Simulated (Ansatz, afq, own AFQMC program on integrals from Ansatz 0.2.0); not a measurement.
Two steps: Ansatz 0.2.0 writes the Fock matrix and Cholesky factors of the valence space, and afq projects on them the lowest state that overlaps trial and start.

```yaml
crystal:
  periodic: [false, false, false]
  atoms:
    - {symbol: S, position_ang: [-0.413593, 1.751480, -1.198962]}
    - {symbol: Al, position_ang: [0.003995, -0.018187, -0.010043]}
    - {symbol: S, position_ang: [1.204633, 0.179661, 1.789668]}
    - {symbol: Cl, position_ang: [-0.743180, -1.895422, -0.592717]}
    - {symbol: H, position_ang: [-1.136649, 1.058664, -2.107706]}
    - {symbol: H, position_ang: [1.126894, -1.140197, 2.073460]}
basis:
  gaussian: {orbitals: def2-TZVP}
magnetization: {spin_polarized: false}
correlation: {method: ccsd_t, electrons: outside_noble_gas, hamiltonian_folder: ham}
```

```sh
$ ansatz run in.yaml --threads 1 --pin off --events-out ev --progress --plain --max-ram 16896MiB --backend cuda --devices 0, --max-vram 18GiB
```

Options of the walk:

```
--method phaseless --trial hf --walkers 1100 --populations 20 --least-time 40 --time-step 0.005 --steps-per-block 20 --equilibration-blocks 112 --max-blocks 4000 --target-error 0.0014999999999999998 --factor-cut 1e-05 --seed 4173 --taylor-order 6
```

Times are imaginary, in 1/Eh. The walk had a cap of 147 s. With eight or more populations the least sampling time is a fifth of least-time, and the error comes from their spread.

Log:

```
orbitals 140  electrons 12 12  factors 969 of 980
reference energy -1497.86732491 Eh
CCSD correlation -0.65087140 Eh in 10 cycles, weight of the determinant in the CISD state 0.7616
energy of the start -1497.867325 Eh
 block  time / (1/Eh)  mean weight  energy / Eh
     1     0.100  1.0031  -1498.015906
     2     0.200  1.0047  -1498.123602
     3     0.300  1.0051  -1498.206334
     4     0.400  1.0040  -1498.269243
     5     0.500  1.0036  -1498.318894
     7     0.700  1.0018  -1498.386679
     9     0.900  1.0016  -1498.439568
    15     1.500  1.0006  -1498.508162
    43     4.300  1.0011  -1498.557576
    71     7.100  0.9998  -1498.556496
    99     9.900  1.0006  -1498.565432
   127    12.700  1.0001  -1498.572711
   155    15.500  0.9997  -1498.524132
   183    18.300  1.0000  -1498.560038
   211    21.100  0.9999  -1498.558966
   239    23.900  1.0000  -1498.552660
   267    26.700  1.0002  -1498.577272
   295    29.500  1.0005  -1498.560467
   323    32.300  0.9995  -1498.561057
   351    35.100  0.9998  -1498.571426
   379    37.900  0.9995  -1498.548411
   407    40.700  0.9991  -1498.569854
   435    43.500  1.0005  -1498.557778
   463    46.300  1.0016  -1498.572957
   491    49.100  0.9994  -1498.556061
   519    51.900  1.0004  -1498.583409
   547    54.700  0.9999  -1498.546230
   561    56.100  0.9997  -1498.558222
error from the spread of 20 populations
energy -1498.557731 +/- 0.002123 Eh
(rows thinned)
```

The run passed its tests (sampling time, drift between the halves within three errors, error under three times the target), which doesn't prove that it has relaxed, ending at its cap on processor time.

Against this walk (error 57.8 meV) on the same determinant: CCSD(T) 277.0 meV higher, the released energy of a separate walk with a CISD trial 203.5 ± 60.1 meV higher, a separate phaseless walk with a CISD trial and standard settings 184.7 ± 58.6 meV higher. The error is statistical and leaves out the bias of the constraint. AFQMC with the constraint released is the surest value here, so the walk's 204 meV below it is most likely the bias of the constraint with this trial, which can have either sign.

Cautions: constraint bias not in the error; error above the target (57.8 against 40.8 meV).

The walk took 2.5 min on 1 × NVIDIA H100 80GB HBM3 with 2 threads of AMD EPYC 7R13 Processor (Zen 3) (shared host) (the card was shared). The log's last line is the phaseless energy.
